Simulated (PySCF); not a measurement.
Gas-phase reaction: 2 B + 2 HF + 2 Cl = 2 BClF + H2

Method: PySCF energies plus ideal-gas RRHO corrections (1 bar). Table values come from the NASA 1993 polynomials. After a fit of one offset per element over all species, the range-separated, M06-2X, PBE0/def2-QZVP and CCSD(T)/def2-TZVPP enthalpies, where run, lie to one side of the table for BClF (+50 kJ/mol): a fault of the table's entry, another state or a shared error of the levels is possible; this was not checked at source. † marks an energy on the PBE0/def2-TZVP geometry and frequencies. Open shells (unrestricted): B (multiplicity 2), Cl (multiplicity 2), BClF (multiplicity 2); the rest are closed-shell singlets. Spin-orbit splitting is ignored; it lowers the true energy and changes the entropy of B, Cl. B3LYP is the form with VWN-RPA correlation. The table's entry may be an old estimate for BClF (not checked at source).

PBE0/def2-QZVP† gives ΔH°(298 K) = -1426.1 kJ.

### Question
What does B3LYP/def2-TZVP† give, and where does the table lie?

### Answer
B3LYP/def2-TZVP†: -1393.3 kJ. Table: -1445.1 kJ.
